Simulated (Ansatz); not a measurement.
`Clc1ccco1` + H–F → `Fc1ccco1` + HCl at 500 K and 1 bar (substitution at a C–Cl bond).

Gas-phase electronic energies from Ansatz, PBE0-D4/def2-TZVP geometries. CCSD(T)/CBS is the MP2 limit (def2-TZVPP, def2-QZVPP) plus CCSD(T) − MP2 in def2-TZVPP, frozen cores. This one scheme is used for every species.

```json
{"species": "`Clc1ccco1`", "CCSD(T)/CBS energy (Eh)": "-688.92613", "H − E (kJ/mol)": "195.5", "S (J/(mol·K))": "352.9"}
{"species": "H–F", "CCSD(T)/CBS energy (Eh)": "-100.39570", "H − E (kJ/mol)": "39.4", "S (J/(mol·K))": "188.7"}
{"species": "`Fc1ccco1`", "CCSD(T)/CBS energy (Eh)": "-328.93249", "H − E (kJ/mol)": "197.9", "S (J/(mol·K))": "339.6"}
{"species": "HCl", "CCSD(T)/CBS energy (Eh)": "-460.38127", "H − E (kJ/mol)": "32.5", "S (J/(mol·K))": "201.9"}
```

H − E and S are ideal-gas, rigid-rotor, harmonic terms from PBE0-D4/def2-TZVP. 1 Eh = 2625.50 kJ/mol, R = 8.31446 J/(mol·K).

Q: By hand: ΔE, ΔH, ΔS and ΔG.

A: ΔE = (-328.93249) + (-460.38127) − (-688.92613) − (-100.39570) = 0.00807 Eh = 21.2 kJ/mol. Δ(H − E) = 197.9 + 32.5 − 195.5 − 39.4 = -4.5, so ΔH = 16.7 kJ/mol. ΔS = 339.6 + 201.9 − 352.9 − 188.7 = -0.1 J/(mol·K). ΔG = 16.7 − 500 × (-0.1)/1000 = 16.8 kJ/mol.

Q: By hand: the equilibrium constant, and the temperature at which ΔG would vanish if ΔH and ΔS stayed fixed.

A: log₁₀ K = −ΔG/(RT ln 10) = -1.8. ΔH and −TΔS have one sign here, so there is no such temperature. One of them is within its doubt of zero, so this could turn.

The number of gas molecules stays the same, so ΔS is small and ΔH decides. A doubt of 5 kJ/mol in ΔE shifts log₁₀ K by 0.5 here. These are equilibria of isolated gas molecules and say nothing of rates. Largest T1 diagnostic: 0.013 (customary marks: 0.02 for closed shells, 0.045 for open ones).
